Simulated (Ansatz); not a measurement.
Born–Oppenheimer molecular dynamics of H4Si (5 atoms, charge 0, multiplicity 1). It starts at the highest image of a converged band, a first-order saddle point between two minima.

Method: RKS B3LYP-D4/def2-SVP (Ansatz 0.2.0).

```yaml
ensemble: NVE (velocity Verlet)
time_step: 0.5 fs
steps_asked: 200
starting_velocities_drawn_for: 100 K
seed: 10333
```

First frame:

```xyz
5
Properties=species:S:1:pos:R:3
Si -0.376 0.000 0.386
H 0.898 0.000 1.248
H 1.277 0.000 0.179
H -0.296 1.218 -0.479
H -0.296 -1.218 -0.479
```

Problem. What does the run give?

Solution. All steps were run.

```
steps done                                               : 200
time covered                                             : 100 fs
mean temperature over the second half                    : 363 K
spread of the potential energy over the second half      : 10.8 meV per atom
mean potential energy of the second half above the start : -20.4 meV per atom
```

The conserved energy stayed within 0.17 meV per atom of its start (net change -0.073 meV per atom), so the integration is sound. The kinetic energy rose, since the run started high on the potential surface and went downhill. It ends in pieces (H2 + H2Si), so much of that is their flight and rotation, not heat. A run of 0.1 ps of so small a system gives no equilibrium averages. The orbitals stay closed-shell, which can raise the energy where a bond breaks towards radicals; this wasn't checked here.

Problem. What happens to the structure?

Solution. Between its relaxed ends the band would form H2–H3 and break Si1–H2, Si1–H3. These pairs go: H2–H3 1.13 → 0.82 Å, Si1–H2 1.54 → 2.10 Å, Si1–H3 1.67 → 2.15 Å. In the last frame they stand as after the step (other bonds may differ from the relaxed reactants and products). These pairs come and go: their bonding changes 10 times, last at 88 of 100 fs, so the outcome isn't settled. It ends as H2 + H2Si. Pairs count as bonded within 1.25 times the sum of covalent radii (0.12 Å more for H–H). The details hang on the random start.

Problem. How do temperature and energy run in time?

Solution. 
| time (fs) | T (K) | potential energy less start (eV) | conserved less start (meV/atom) |
| --- | --- | --- | --- |
| 0.0 | 100 | 0.000 | 0.00 |
| 5.0 | 93 | 0.003 | 0.03 |
| 10.0 | 276 | -0.068 | 0.01 |
| 15.0 | 628 | -0.205 | -0.05 |
| 20.0 | 587 | -0.189 | -0.05 |
| 25.0 | 290 | -0.074 | 0.01 |
| 30.0 | 190 | -0.035 | 0.04 |
| 35.0 | 222 | -0.047 | 0.02 |
| 40.0 | 153 | -0.021 | -0.04 |
| 45.0 | 172 | -0.028 | -0.03 |
| 50.0 | 394 | -0.114 | -0.04 |
| 55.0 | 359 | -0.100 | 0.00 |
| 60.0 | 243 | -0.055 | 0.05 |
| 65.0 | 507 | -0.158 | 0.00 |
| 70.0 | 476 | -0.146 | 0.00 |
| 75.0 | 190 | -0.035 | -0.01 |
| 80.0 | 236 | -0.053 | -0.02 |
| 85.0 | 557 | -0.178 | -0.06 |
| 90.0 | 553 | -0.176 | -0.15 |
| 95.0 | 219 | -0.046 | -0.09 |
| 100.0 | 357 | -0.100 | -0.07 |

Time of the run: 2.6 min on 1 thread of AMD EPYC 7R43 64-Core Processor (Zen 3), with other jobs on the host, peak memory 0.1 GiB.
